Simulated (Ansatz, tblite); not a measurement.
Cost and result up the ladder for P4 (4 atoms). Charge 0, multiplicity 1. Geometry: B3LYP-D4/def2-TZVP.

```xyz
4

P    -1.250   -0.421    0.284
P     0.586   -0.870   -0.848
P     0.720    0.071    1.139
P    -0.055    1.220   -0.574
```

Ansatz on 4 threads of Arm Neoverse V1 on a shared host; xTB runs through tblite on one thread. Times are rough, summed over both states, and most runs start from the orbitals of an earlier one. CCSD(T)/def2-TZVPP serves as the yardstick here, not as an exact answer. The other state is a doublet.

The xTB rows come from tblite. Correlated methods freeze 20 core orbitals. HOMO above LUMO, or a gap near zero within one spin, warns that the state may not be the lowest or that an electron is smeared out. The structure comes from a short search, and lower isomers may exist.

Correlated methods converge slowly with the basis.

Raw xTB energies of ions are shifted by several eV.

| level | functions | wall time | vertical IE (eV) | difference from CCSD(T)/def2-TZVPP (eV) | remarks |
| --- | --- | --- | --- | --- | --- |
| GFN1-xTB | 36 | 0.007 s | 14.88 | 5.32 | – |
| GFN2-xTB | 36 | 0.007 s | 13.61 | 4.05 | – |
| PBE-D4/def2-TZVP | 148 | 6.9 s | 9.49 | -0.07 | gap within one spin near zero (+1 doublet) |
| PBE0-D4/def2-TZVP | 148 | 12 s | 9.59 | 0.03 | – |
| r2SCAN-D4/def2-TZVP | 148 | 18 s | 9.60 | 0.04 | – |
| CCSD(T)/def2-TZVPP | 168 | 23 s | 9.56 | 0.00 | – |
